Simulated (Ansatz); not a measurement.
**[Sm(NH3)6]3+ (SmN6H18 (+3)): one state, many levels**

The task here is to estimate one member of a computed series from the others.

Computed with Ansatz 0.2.0, Gaussian basis. Level: as each input shows.

Levels to be run: PBE-D4/def2-TZVP, r2SCAN-D4/def2-TZVP, B3LYP-D4/def2-TZVP, PBE-D4/def2-SVP, PBE0-D4/def2-SVP, MP2/def2-SVP.

1 further run of the same task is left out (it didn't finish).

### The relaxed structure

The sextet was relaxed beforehand with PBE-D4/def2-SVP.

25 atoms, charge 3, spin multiplicity 6.

Atoms are counted from 1 here; the program's logs count them from 0.

Bond lengths: Sm1–N2 2.602 Å, Sm1–N6 2.602 Å, Sm1–N10 2.565 Å, Sm1–N14 2.565 Å, Sm1–N18 2.603 Å, Sm1–N22 2.603 Å, N2–H3 1.037 Å, N2–H4 1.038 Å, N2–H5 1.037 Å, N6–H7 1.037 Å, N6–H8 1.037 Å, N6–H9 1.038 Å, N10–H11 1.037 Å, N10–H12 1.037 Å, N10–H13 1.038 Å, N14–H15 1.038 Å, N14–H16 1.037 Å, N14–H17 1.037 Å and more. Angles: N2–Sm1–N6 179.5°, N2–Sm1–N10 90.1°, N2–Sm1–N14 90.3°, N2–Sm1–N18 82.6°, N2–Sm1–N22 96.9°, N6–Sm1–N10 90.4°, N6–Sm1–N14 89.3°, N6–Sm1–N18 97.3°, N6–Sm1–N22 83.2°, N10–Sm1–N14 179.7°, N10–Sm1–N18 90.3°, N10–Sm1–N22 89.2°, N14–Sm1–N18 89.7°, N14–Sm1–N22 90.8°, N18–Sm1–N22 179.3°, Sm1–N2–H3 115.5°, Sm1–N2–H4 114.0°, Sm1–N2–H5 115.9° and more.

Sm takes a core potential in the def2 sets. No spin-orbit coupling is included. The ion is computed in the gas phase, without counter-ions or solvent.

PBE0-D4/def2-TZVP was run before; its log isn't repeated, and its numbers join the tables.

The first run:

start.molden holds the orbitals of an earlier run on this state, given as this run's starting guess.

in.yaml reads:

```yaml
crystal:
  periodic: [false, false, false]
  atoms:
    - {symbol: Sm, position_ang: [-0.000468, -0.000713, -0.001187]}
    - {symbol: N, position_ang: [-0.016802, 0.168779, 2.595279]}
    - {symbol: H, position_ang: [0.833453, 0.582690, 3.021144]}
    - {symbol: H, position_ang: [-0.103006, -0.746763, 3.077312]}
    - {symbol: H, position_ang: [-0.785770, 0.728524, 3.008412]}
    - {symbol: N, position_ang: [-0.004274, -0.166268, -2.597703]}
    - {symbol: H, position_ang: [-0.835331, -0.624961, -3.015473]}
    - {symbol: H, position_ang: [0.789621, -0.682986, -3.019781]}
    - {symbol: H, position_ang: [0.027545, 0.752889, -3.079512]}
    - {symbol: N, position_ang: [2.564371, -0.024869, 0.012961]}
    - {symbol: H, position_ang: [3.005467, 0.913829, -0.009509]}
    - {symbol: H, position_ang: [2.996709, -0.521816, -0.788278]}
    - {symbol: H, position_ang: [2.986754, -0.478680, 0.844938]}
    - {symbol: N, position_ang: [-2.565091, 0.024871, -0.030883]}
    - {symbol: H, position_ang: [-2.980418, 0.582017, -0.801381]}
    - {symbol: H, position_ang: [-3.004845, 0.414568, 0.823929]}
    - {symbol: H, position_ang: [-3.005704, -0.908712, -0.132831]}
    - {symbol: N, position_ang: [0.011351, 2.596696, 0.164627]}
    - {symbol: H, position_ang: [0.369218, 2.996092, 1.051800]}
    - {symbol: H, position_ang: [-0.920560, 3.041225, 0.062705]}
    - {symbol: H, position_ang: [0.581171, 3.074661, -0.559431]}
    - {symbol: N, position_ang: [0.010205, -2.599642, -0.144964]}
    - {symbol: H, position_ang: [-0.225964, -3.008541, -1.067830]}
    - {symbol: H, position_ang: [-0.649193, -3.073082, 0.501791]}
    - {symbol: H, position_ang: [0.921581, -3.039788, 0.083874]}
basis:
  gaussian: {orbitals: def2-TZVP, initial_orbitals: start.molden}
total_charge: 3
magnetization: {spin_polarized: true, initial_magnetization: 5}
hamiltonian: {xc: pbe, dispersion: d4}
scf: {omitted_lower_state_checks: [starts]}
output: {forces: true, orbitals: {seedname: orbitals}}
```

Command:

```bash
ansatz run in.yaml --threads 4 --pin off --events-out ev --progress --plain --max-ram 6963MiB
```

Among the steps run: PBE-D4/def2-TZVP; r2SCAN-D4/def2-TZVP; B3LYP-D4/def2-TZVP; PBE-D4/def2-SVP; PBE0-D4/def2-SVP; MP2/def2-SVP.

One table of the session follows, with a row left open; its other results are not shown here.

| level | HOMO (eV) | LUMO (eV) | gap (eV) |
| --- | --- | --- | --- |
| PBE-D4/def2-SVP | -18.71 | -18.04 | 0.67 |
| PBE-D4/def2-TZVP | -18.78 | -18.10 | 0.68 |
| r2SCAN-D4/def2-TZVP | -19.52 | -17.87 | 1.65 |
| B3LYP-D4/def2-TZVP | -20.74 | -16.79 | 3.95 |
| PBE0-D4/def2-SVP | -21.00 | -16.43 | 4.57 |
| PBE0-D4/def2-TZVP | ? | ? | ? |

Estimate the missing values for PBE0-D4/def2-TZVP.

As computed: HOMO (eV): -21.01; LUMO (eV): -16.34; gap (eV): 4.67. In the column «HOMO (eV)» it is the lowest.
